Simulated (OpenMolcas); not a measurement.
**AlH5S (SMILES [AlH3-][SH2+]): levels of theory compared**

Wanted: a comparison of 6 runs (HF/3-21G, PBE0/def2-SVP, B2PLYP/6-311+G**, MP2/6-31+G*, RI-MP2/ANO-R2, CCSD(T)/cc-pVDZ) of AlH5S. 

The calculation is run with OpenMolcas 26.06.

5 further runs of the same task are left out: 2 that didn't finish, 3 set aside as unsound or not needed.

### Step 1. The structure to begin with

AlH5S has 7 atoms, charge 0, and is taken as a singlet. SMILES: `[AlH3-][SH2+]`. Geometry: a GFN2-xTB relaxation, a rough one for these elements and not checked as a minimum.

Bond lengths: Al1–S2 2.501 Å, Al1–H3 1.558 Å, Al1–H4 1.572 Å, Al1–H5 1.571 Å, S2–H6 1.331 Å, S2–H7 1.332 Å. Angles: Al1–S2–H6 91.2°, Al1–S2–H7 90.9°, S2–Al1–H3 98.8°, S2–Al1–H4 93.0°, S2–Al1–H5 93.1°, H6–S2–H7 92.5°, H3–Al1–H4 119.8°, H3–Al1–H5 120.1°, H4–Al1–H5 117.9°.

### Step 2. Energy and forces at HF/3-21G (run 1)

Contents of mol.input:

```
>>> EXPORT MOLCAS_PRINT=2

&GATEWAY
  BASLIB = $CurrDir
  COORD
  7
  angstrom
  Al      -0.539250      -0.762430      -0.494580
  S        0.936970       0.542340       1.046210
  H       -0.328160      -2.179760       0.115750
  H       -1.815890       0.070930      -0.112290
  H        0.265760      -0.327820      -1.771690
  H       -0.001690       1.473060       1.202130
  H        1.482260       1.183670       0.014470
  BASIS = 3-21G
  GROUP = NoSym

&SEWARD

&SCF
  THRESHOLDS = 1e-10 1e-07 1e-07 1e-05
  PRORBITALS = 1 1

&ALASKA
```

The basis set 3-21G is read from a file made from the Basis Set Exchange's data (not shown).

Run with:

```sh
$ export MOLCAS_MEM=1860
$ pymolcas mol.input > mol.log
```

The program printed:

```text
--- Start Module: gateway ---
[...]
--- Stop Module: gateway /rc=_RC_ALL_IS_WELL_ ---
[...]
      Basis functions           36
[...]
--- Start Module: scf ---
[...]
       Convergence after  10 Iterations
[...]
::    Total SCF energy                               -638.9933478141
[...]
      Total spin, S                                     0.0000000000
[...]
      Total electronic charge=   34.000000
      Total            charge=   -0.000000
[...]
      Dipole Moment (debye):
      Origin of the operator (angstrom)=    0.2345   -0.0470    0.3055
                   X=  1.1980E+00               Y=  2.8837E+00               Z=  7.9536E-01           Total=  3.2223E+00
      Quadrupole Moment (debye*angstrom):
[...]
--- Stop Module: scf /rc=_RC_ALL_IS_WELL_ ---
--- Start Module: alaska ---
[...]
 *              Molecular gradients               *
 **************************************************
  Irreducible representation: a
 ------------------------------------------------------------------------------------------
                              X                       Y                       Z
 ------------------------------------------------------------------------------------------
  AL1               7.79182852486304E-03    1.07944246067211E-02    6.50393629915325E-03
  S2               -8.68484251542245E-03   -7.61598014550602E-03   -8.58695979576574E-03
  H3                3.41102281399941E-04    1.35947251830992E-02   -2.71162656006174E-03
  H4                1.03170247018687E-02   -4.37531398404234E-03   -3.02998557108913E-04
  H5               -3.51053698343606E-03   -1.75988313509690E-03    1.06768512745807E-02
  H6                5.70010150007683E-03   -7.03757083417722E-03   -9.69388629268948E-03
  H7               -1.19546775093515E-02   -3.60040169098763E-03    4.11468363191547E-03
 ------------------------------------------------------------------------------------------
--- Stop Module: alaska /rc=_RC_ALL_IS_WELL_ ---
[...]
```

It took 1.4 s on 1 thread of Intel Xeon 6975P-C (Granite Rapids), shared host; peak memory 0.37 GiB.

### Step 3. Energy and gradient at PBE0/def2-SVP (run 2)

Contents of run.input:

```
&GATEWAY
BasLib = $CurrDir
BasisSet
Al.def2-SVP....
Al1 -0.539250 -0.762430 -0.494580 angstrom
End of Basis
BasisSet
S.def2-SVP....
S2 0.936970 0.542340 1.046210 angstrom
End of Basis
BasisSet
H.def2-SVP....
H3 -0.328160 -2.179760 0.115750 angstrom
H4 -1.815890 0.070930 -0.112290 angstrom
H5 0.265760 -0.327820 -1.771690 angstrom
H6 -0.001690 1.473060 1.202130 angstrom
H7 1.482260 1.183670 0.014470 angstrom
End of Basis
&SEWARD
GridInput
Grid=UltraFine
End of Grid
&SCF
KSDFT = PBE0
Thresholds = 1e-10 1e-07 1e-07 1e-05
PrOrbitals = 1 2
&ALASKA
```

The basis set def2-SVP is read from a file made from the Basis Set Exchange's data (not shown).

Run with:

```sh
$ export MOLCAS_MEM=1860
$ pymolcas run.input > run.log
```

The program printed:

```text
--- Start Module: gateway ---
[...]
--- Stop Module: gateway /rc=_RC_ALL_IS_WELL_ ---
[...]
      Basis functions           61
[...]
--- Start Module: scf ---
[...]
       Convergence after  11 Iterations
[...]
::    Total KS-DFT energy                            -643.1335841748
[...]
      Total spin, S                                     0.0000000000
[...]
      Total electronic charge=   34.000000
      Total            charge=   -0.000000
[...]
      Dipole Moment (debye):
      Origin of the operator (angstrom)=    0.2345   -0.0470    0.3055
                   X=  1.6880E+00               Y=  2.8500E+00               Z=  1.4220E+00           Total=  3.6047E+00
      Quadrupole Moment (debye*angstrom):
[...]
--- Stop Module: scf /rc=_RC_ALL_IS_WELL_ ---
[...]
--- Start Module: alaska ---
[...]
 *              Molecular gradients               *
 **************************************************
  Irreducible representation: a
 ------------------------------------------------------------------------------------------
                              X                       Y                       Z
 ------------------------------------------------------------------------------------------
  AL1               1.01279986618863E-03   -2.91202118559930E-04    7.39001131168315E-04
  S2               -7.01777926884262E-03    7.15132488703463E-03   -1.00719233732978E-02
  H3               -4.90786737387672E-05    1.06847404019348E-02   -2.51081412972987E-03
  H4                8.38646506293772E-03   -2.60682780207921E-03   -1.94314205906210E-04
  H5               -2.60691429087534E-03   -5.34263158456838E-04    8.55750086373330E-03
  H6                6.52979864674119E-03   -8.49079373222006E-03   -3.24330351945346E-03
  H7               -6.25529134240477E-03   -5.91297847767391E-03    6.72385323360558E-03
 ------------------------------------------------------------------------------------------
--- Stop Module: alaska /rc=_RC_ALL_IS_WELL_ ---
[...]
```

Run time: 10 s. Hardware: 1 thread of Intel Xeon 6975P-C (Granite Rapids), shared host; peak memory 0.4 GiB.

Run 3 isn't shown in full; the table further down has it.

### Step 4. A single-point energy at MP2/6-31+G(d) (spherical functions) (run 4)

Contents of run.inp:

```
&GATEWAY
BasLib=$CurrDir
BasisSet
Al.6-31pGs....
Al1 -0.539250 -0.762430 -0.494580 angstrom
End of Basis
BasisSet
S.6-31pGs....
S2 0.936970 0.542340 1.046210 angstrom
End of Basis
BasisSet
H.6-31pGs....
H3 -0.328160 -2.179760 0.115750 angstrom
H4 -1.815890 0.070930 -0.112290 angstrom
H5 0.265760 -0.327820 -1.771690 angstrom
H6 -0.001690 1.473060 1.202130 angstrom
H7 1.482260 1.183670 0.014470 angstrom
End of Basis
&SEWARD
&SCF
Thresholds=1e-10 1e-07 1e-07 1e-05
PrOrbitals=1
&MBPT2
Frozen=10
```

The basis set 6-31+G* is read from a file made from the Basis Set Exchange's data (not shown).

Run with:

```sh
$ export MOLCAS_MEM=1860
$ pymolcas run.inp > run.log
```

The program printed:

```text
--- Start Module: gateway ---
[...]
--- Stop Module: gateway /rc=_RC_ALL_IS_WELL_ ---
[...]
      Basis functions           54
[...]
--- Start Module: scf ---
[...]
       Convergence after  11 Iterations
[...]
::    Total SCF energy                               -642.2903134036
[...]
      Total spin, S                                     0.0000000000
[...]
      Total electronic charge=   34.000000
      Total            charge=   -0.000000
[...]
      Dipole Moment (debye):
      Origin of the operator (angstrom)=    0.2345   -0.0470    0.3055
                   X=  1.5698E+00               Y=  2.7349E+00               Z=  1.2993E+00           Total=  3.4106E+00
      Quadrupole Moment (debye*angstrom):
[...]
--- Stop Module: scf /rc=_RC_ALL_IS_WELL_ ---
--- Start Module: mbpt2 ---
[...]
WARNING!
Default frozen orbitals as non valence orbitals is overwritten by user input.
Default values:   7
[...]
       Reference weight ( Cref**2 )         =        0.92606
::    Total MBPT2 energy                             -642.4719537649
[...]
      Total MBPT2 calculations                           0.08      0.09
--- Stop Module: mbpt2 /rc=_RC_ALL_IS_WELL_ ---
[...]
```

Run time: 1.8 s. Hardware: 1 thread of Intel Xeon 6975P-C (Granite Rapids), shared host; peak memory 0.39 GiB.

Run 5 isn't shown in full; the table further down has it.

### Step 5. A single-point energy at CCSD(T)/cc-pVDZ (run 6)

Contents of job.input:

```
* AlH5S CCSD(T)
>>> EXPORT MOLCAS_PRINT=2

&GATEWAY
  BasLib=$CurrDir
  Coord
  7
  angstrom
  Al      -0.539250      -0.762430      -0.494580
  S        0.936970       0.542340       1.046210
  H       -0.328160      -2.179760       0.115750
  H       -1.815890       0.070930      -0.112290
  H        0.265760      -0.327820      -1.771690
  H       -0.001690       1.473060       1.202130
  H        1.482260       1.183670       0.014470
  Basis=cc-pVDZ
  Group=NoSym

&SEWARD

&SCF
  Thresholds=1e-10 1e-07 1e-07 1e-05
  PrOrbitals=1 1

&RASSCF
  FileOrb=$Project.ScfOrb
  Spin=1
  Nactel=0 0 0
  Inactive=17
  Ras2=0
  OutOrbitals=Canonical
  OrbListing=Few

&MOTRA
  JobIph
  Frozen=10

&CCSDT
  CCT
  Triples=2
  Iterations=80
  Accuracy=1e-08
  Extrapolation=5 4
```

The basis set cc-pVDZ is read from a file made from the Basis Set Exchange's data (not shown).

Run with:

```sh
$ export MOLCAS_MEM=1860
$ pymolcas job.input > job.log
```

The program printed:

```text
--- Start Module: gateway ---
[...]
--- Stop Module: gateway /rc=_RC_ALL_IS_WELL_ ---
[...]
      Basis functions           61
[...]
       Convergence after  12 Iterations
[...]
::    Total SCF energy                               -642.3335010715
[...]
      Total spin, S                                     0.0000000000
[...]
      Number of active orbitals                  0
[...]
      Spin quantum number                      0.0
[...]
      Active orbitals                            0
[...]
      Number of CSFs                             1
[...]
      Number of root(s) required                 1
[...]
      Convergence after  4 iterations
[...]
      Natural orbitals and occupation numbers for root  1
      ************************************************************************************************************************
      *                                                    Final results                                                     *
      ************************************************************************************************************************
[...]
::    RASSCF root number  1 Total energy:   -642.33350107
[...]
      Total electronic charge=   34.000000
      Total            charge=   -0.000000
[...]
      Dipole Moment (debye):
      Origin of the operator (angstrom)=    0.2345   -0.0470    0.3055
                   X=  1.5760E+00               Y=  2.6869E+00               Z=  1.3198E+00           Total=  3.3830E+00
      Quadrupole Moment (debye*angstrom):
[...]
--- Start Module: motra ---
[...]
      *** WARNING: Default frozen orbitals is overwritten by user input.
      *** Default values:   7
[...]
--- Stop Module: motra /rc=_RC_ALL_IS_WELL_ ---
--- Start Module: ccsdt ---
[...]
      Convergence after                    14  Iterations
      Total energy (diff) :    -642.60899008      -0.00000000
[...]
 METHOD                       : CCSD+T(CCSD)+<T3(1)WT1> = CCSD(T)
[...]
       CCSD     =      -642.6089900790940
[...]
--- Stop Module: ccsdt /rc=_RC_ALL_IS_WELL_ ---
[...]
```

Wall time 5.4 s (1 thread of Intel Xeon 6975P-C (Granite Rapids), shared host); peak memory 0.4 GiB.

### Step 6. Overview of the runs

| run | level | integration grid | task | energy (Eh) | dipole moment (D) of the reference | HOMO energy (eV) | LUMO energy (eV) | wall time |
| --- | --- | --- | --- | --- | --- | --- | --- | --- |
| 1 | HF/3-21G | – | gradient | -638.993348 | 3.22 | -11.06 | 2.64 | 1.4 s |
| 2 | PBE0/def2-SVP | UltraFine | gradient | -643.133584 | 3.60 | -7.81 | -0.26 | 10 s |
| 3 | B2PLYP/6-311+G** | UltraFine | energy | -643.340096 | 3.43 | -9.06 | -0.02 | 12 s |
| 4 | MP2/6-31+G* (spherical functions) | – | energy | -642.471954 | 3.41 | -11.03 | 1.24 | 1.8 s |
| 5 | RI-MP2/ANO-R2 (BSS, Cholesky decomposition) | – | energy | -644.182156 | 3.33 | -11.04 | 1.38 | 21 s |
| 6 | CCSD(T)/cc-pVDZ | – | energy | -642.614571 | 3.38 | -10.99 | 2.70 | 5.4 s |

### Step 7. Outcome

| quantity | value |
| --- | --- |
| run 6: total energy | -642.61457 Eh |
| run 6: dipole moment (mean-field density) | 3.38 D |
| run 6: HOMO energy (Hartree–Fock orbitals) | -10.99 eV |
| run 6: LUMO energy (Hartree–Fock orbitals) | 2.70 eV |
| run 6: HOMO–LUMO gap (Hartree–Fock orbitals) | 13.69 eV |
| run 6: correlation energy (10 core orbitals frozen) | -281.1 mEh |
| run 6: (T) correction | -5.58 mEh |

What this shows: Over runs 1, 2, 3 the dipole moment (its size) runs from 3.22 D (HF/3-21G) to 3.60 D (PBE0/def2-SVP). The two ends differ in method and basis. Over runs 1, 2, 3 the HOMO–LUMO gap runs from 7.55 eV (PBE0/def2-SVP) to 13.70 eV (HF/3-21G). For B2PLYP the log adds the whole second-order term; the table takes 0.27 of it, as the functional is defined. Totals of different functionals can't be ranked against each other. Some runs of one species differ in core potentials or relativity; totals across that change don't compare. All runs together took 52 s, the longest 21 s.
